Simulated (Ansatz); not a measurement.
## Rhenium, hcp: convergence with the plane-wave cutoff

Computed with Ansatz, LDA, scalar-relativistic PAW, on the relaxed cell (a = 2.739 Å, c = 4.412 Å (c/a = 1.611); spin not included). Errors count from a run at 420 eV on a Γ-centred 22×22×12 mesh with Fermi-Dirac smearing of 0.1 eV, extrapolated to zero width. Fixed here: mesh 13×13×7, Fermi-Dirac width 0.1 eV. The pressure holds a Pulay correction and is unreliable far below the recommended cutoff. The SCF starts from atomic densities corrected by a trained network.

```
cutoff (eV)  E(σ→0) error (meV/atom)  P (GPa)  SCF iterations
        150                  27027.2  -110.75               6
        200                   6827.6     4.63               6
        250                   1066.4    10.41               6
        300                    119.8    -0.19               6
        350                     10.6    -0.07               6
        420                     -0.6    -0.01               6
        500                     -2.2    -0.02               6
        600                     -2.5    -0.02               6
        800                     -3.0    -0.02               6
```

Within 5 meV/atom of the last row: from 420 eV on.
